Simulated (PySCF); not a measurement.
Structure problem from calculated spectra and properties.

Formula: C2H4F3N.

| Item | Value |
| --- | --- |
| 1H NMR | chemical shifts (computed TMS as zero) by class: 3.52 (2 H), 0.67 (2 H) ppm [GIAO PBE0/pcSseg-1] |
| Rotational structure | rotational constants A, B, C: 5.335, 2.815, 2.775 GHz [GFN2-xTB] |
| Couplings | largest of the computed one-bond spin–spin couplings (means over like bonds): 19F–13C -345.4 (×3), 13C–1H +143.0 (×2), 15N–1H -70.6 (×2), 13C–13C +67.1, 15N–13C -5.5 Hz [B3LYP/pcJ-1, spin–dipole term left out for some pairs] |
| Dipole | 3.09 D [PBE0/def2-SVPD] |
| Triplet | lowest triplet excitation (Tamm–Dancoff): 6.31 eV [TDA PBE0/def2-SVPD] |
| UV, first state | lowest singlet excitation: 6.64 eV (187 nm, f = 0.010) [TDDFT PBE0/def2-SVPD] |
| 13C NMR | chemical shifts (computed TMS as zero) by class: 134.6 (1 C), 50.7 (1 C) ppm [GIAO PBE0/pcSseg-1] |

Gas-phase values; electronic properties from PySCF, density fitting. Levels stand in brackets. The structure is a single GFN2-xTB conformer in the gas phase; no vibrational or solvent corrections. NMR values are class means; diastereotopic atoms form classes of their own.

**Question.** What is the compound? Reason from the data.

**Answer.** Numbering: `[NH2:1][CH2:2][C:3]([F:4])([F:5])[F:6]`. Its formula, C2H4F3N, gives 0 degrees of unsaturation, so no ring and no π bond. 2 carbons fall into 2 classes; from least to most shielded: CF3 carbon [C3] (134.6 ppm), sp3 carbon bound to nitrogen [C2] (50.7 ppm). Hydrogen classes from least to most shielded: 2 H on an sp3 carbon bound to nitrogen, C2 (3.52 ppm), 2 H on a primary amine nitrogen, N1 (0.67 ppm). The couplings run between: -345.4 Hz, fluorine of a CF3 group [F4] and CF3 carbon [C3] (with 2 like pairs); +143.0 Hz, sp3 carbon bound to nitrogen [C2] and its hydrogen (with 1 like pair); -70.6 Hz, primary amine nitrogen [N1] and its hydrogen (with 1 like pair); +67.1 Hz, sp3 carbon bound to nitrogen [C2] and CF3 carbon [C3]; -5.5 Hz, primary amine nitrogen [N1] and sp3 carbon bound to nitrogen [C2]. By its constants the optimised geometry is a nearly prolate symmetric top. Structure: `NCC(F)(F)F` (2,2,2-trifluoroethylamine). The assignments are read from this structure; whether some other isomer fits the data as well wasn't checked.

Shape of the structure used: `[NH2:1][CH2:2][C:3]([F:4])([F:5])[F:6]`: N1–C2–C3–F4 60°, H–N1–C2–C3 178°, H–N1–C2–C3 -61°.
